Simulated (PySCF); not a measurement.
Species: C4H2ClN.
Atom-mapped SMILES: `[N:1]#[C:2][C@@H:3]1[CH:4]=[C:5]1[Cl:6]` (hydrogens: H7 on C3; H8 on C4)

Computed at PBE0/pcSseg-1 (PySCF, non-relativistic), with Q(14N) = 0.02044 b, Q(35Cl) = −0.0817 b: N1, 14N (I = 1): χzz = -4.545 MHz, η = 0.088; Cl6, 35Cl (I = 3/2): χzz = -79.53 MHz, η = 0.142.

Where would the pure quadrupole (NQR) lines of 14N at N1 fall for the rigid, isolated species?

From ν± = (3/4)|χ|(1 ± η/3) and ν0 = |χ|η/2: ν+ 3.509 MHz, ν− 3.309 MHz, ν0 0.201 MHz (nitrile nitrogen).

Where would the pure quadrupole (NQR) lines of 35Cl at Cl6 fall for the rigid, isolated species?

From ν = (|χ|/2)√(1 + η²/3): ν = 39.90 MHz (vinyl chlorine). For 37Cl the ratio of quadrupole moments, 0.7881, gives 31.45 MHz.

Apply the simplest Townes–Dailey estimate (no s hybridisation, no π bonding), ionic character = 1 − χzz/χ0, where χ0 is the coupling for one missing p electron along the bond: −109.74 MHz for 35Cl.

Cl6 on C5: 1 − (-79.53)/(-109.74) = 0.28. In this model a purely covalent bond gives χ0 and a free halide ion gives zero; s hybridisation or π bonding, where present, is counted here as ionic character.

In a crystal, neighbours and librations shift these lines. Isolated species at its PBE0-D3(BJ)/def2-SVP geometry, gas phase. These gradients aren't converged with respect to the basis.
